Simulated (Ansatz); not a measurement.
Geometry optimisation, RKS B3LYP-D4/def2-SVP (Ansatz 0.2.0).

input.yaml

```yaml
crystal:
  periodic: [false, false, false]
  atoms:
    - { symbol: B, position_ang: [0.0, 0.0, 0.0] }
    - { symbol: F, position_ang: [0.0, 0.0, 1.32] }
    - { symbol: O, position_ang: [1.2211, 0.0, -0.705] }
    - { symbol: H, position_ang: [1.5209, -0.9519, -0.8599] }
    - { symbol: H, position_ang: [-1.0305, 0.0, -0.595] }
basis:
  gaussian: { orbitals: def2-SVP }
hamiltonian:
  xc: b3lyp
  dispersion: d4
relax:
  f_tol: 0.02
  max_steps: 40
```

Command:

```bash
$ ansatz run input.yaml --threads 1 --pin off --max-ram 2048MiB --backend cpu --events-out ev --progress --plain --runs-dir out
```

Where does it end, and by what steps?

The forces met the threshold. After 10 steps the energy has fallen by 0.613 eV; H4 moved furthest, 0.54 Å.

```csv
step,energy less start (eV),largest force component (eV/Å),accepted
0,0.0000,1.946,yes
1,-0.0616,1.243,yes
2,-0.1023,0.615,yes
3,-0.1788,0.684,yes
4,-0.2188,0.620,yes
5,-0.3855,2.003,yes
6,-0.6043,0.524,yes
7,-0.6095,0.275,yes
8,-0.6127,0.068,yes
9,-0.6128,0.046,yes
10,-0.6130,0.008,yes
```

```xyz
5
Properties=species:S:1:pos:R:3
B -0.044 -0.067 -0.096
F 0.142 -0.167 1.222
O 0.955 -0.366 -0.944
H 1.768 -0.643 -0.497
H -1.108 0.291 -0.525
```

Whether the end is a true minimum wasn't checked by a vibrational analysis.

Run time: 15 s on 1 thread of Arm Neoverse V1, with other jobs on the host, peak memory 0.12 GiB.
